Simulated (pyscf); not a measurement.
# Four-centre exchange: H₃Si–Cl + ammonia (NH₃) → H₂N–SiH₂–Cl + hydrogen (H₂)

Gas phase, singlet surface, charge 0. Bonds broken: Si1–H3, N6–H7. Bonds formed: Si1–N6, H3–H7. Single points on ωB97X-D3(BJ)/def2-SVP structures (PySCF, gas phase).

Transition state (Å):

```xyz
9

Si    -1.1914    -0.3730     0.0669
Cl    -0.9117    -0.0610     2.1069
H      0.5986    -0.8189     0.0034
H     -2.5651     0.2366    -0.0390
H     -1.3966    -1.7288    -0.5034
N     -0.3279     0.8007    -1.1317
H      0.5163    -0.0294    -0.7896
H     -0.7313     0.9605    -2.0586
H     -0.0951     1.6995    -0.7032
```

One imaginary mode, 1511i cm⁻¹; descent along it reached the two sides named, in the forms told below.

| bond | change | reactant side (Å) | saddle | product side |
|---|---|---|---|---|
| Si1–H3 | breaks | 1.484 | 1.846 | 3.8 |
| N6–H7 | breaks | 1.021 | 1.232 | 3.3 |
| Si1–N6 | forms | 2.479 | 1.887 | 1.714 |
| H3–H7 | forms | 2.8 | 1.122 | 0.761 |

Electronic energies relative to the separated reactants (kcal/mol):

| level | barrier | reaction energy | reverse barrier |
|---|---|---|---|
| ωB97X-D3(BJ)/def2-TZVP | 40.2 | -11.3 | 51.6 |
| PBE/def2-TZVP | 35.0 | -9.7 | 44.7 |
| r²SCAN/def2-TZVP | 36.6 | -11.6 | 48.2 |
| B3LYP-D3(BJ)/def2-TZVP | 40.3 | -11.0 | 51.2 |
| PBE0-D3(BJ)/def2-TZVP | 36.6 | -10.2 | 46.8 |
| M06-2X/def2-TZVP | 40.5 | -13.2 | 53.7 |
| ωB97M-D3(BJ)/def2-TZVP | 40.1 | -10.8 | 51.0 |
| HF/def2-TZVP | 60.3 | -7.6 | 67.9 |

With ωB97M-D3(BJ)/def2-TZVP energies and thermal terms (ideal gas, 1 atm, RRHO with modes under 100 cm⁻¹ raised to 100, one conformer, R ln 2 for chiral ones without a mode under 150 cm⁻¹), in kcal/mol:

```
T (K)   ΔH‡   ΔG‡     ΔH     ΔG
-----  ----  ----  -----  -----
298    38.2  48.2  -13.8  -12.5
600    38.4  58.4  -12.4  -11.7
900    39.1  68.3  -11.3  -11.5
1200   40.0  77.9  -10.5  -11.7
```

On the reactant side the descent ends in a complex, 7.7 kcal/mol under the separated species and 47.9 kcal/mol under the saddle at ωB97X-D3(BJ)/def2-TZVP. This is the saddle that the search found; another between the same sides may lie lower.
